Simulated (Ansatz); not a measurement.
# Ti2AlC: computed properties

All numbers below come from DFT r2SCAN, scalar-relativistic, plane waves, PAW (Ansatz 0.2.0).

Settings: cutoff 500 eV, Γ-centred mesh 12×12×4 on the computed 8-atom cell, Gaussian smearing of 0.10 eV; no spin polarisation.

The structure is relaxed at this level of theory with its symmetry kept. Whether it is the stable form of this composition wasn't checked.

```yaml
crystal:
  lattice:
    - [3.05474, 0.00000, 0.00000]
    - [-1.52737, 2.64548, 0.00000]
    - [0.00000, 0.00000, 13.71823]
  atoms:
    - { symbol: Ti, position: [0.33333, 0.66667, 0.08346] }
    - { symbol: Ti, position: [0.66667, 0.33333, 0.58346] }
    - { symbol: Ti, position: [0.66667, 0.33333, 0.91654] }
    - { symbol: Ti, position: [0.33333, 0.66667, 0.41654] }
    - { symbol: Al, position: [0.33333, 0.66667, 0.75000] }
    - { symbol: Al, position: [0.66667, 0.33333, 0.25000] }
    - { symbol: C, position: [0.00000, 0.00000, 0.00000] }
    - { symbol: C, position: [0.00000, 0.00000, 0.50000] }
```

(1) Formation energy from the elements' standard states (uncorrected)?

(2) Density of states at the Fermi level?

(3) Löwdin character within 0.5 eV of the Fermi level?

(4) Bulk modulus?

(5) Its pressure derivative?

(6) Bader charges (e)?

Results:

(1) -0.799 eV/atom.

(2) 2.51 states/eV per cell.

(3) Ti 3d 82 %, Al 3p 9 %.

(4) 146 GPa.

(5) 4.2.

(6) Ti (4 in the cell) 1.45, Al (2 in the cell) -0.83, C (2 in the cell) -2.07.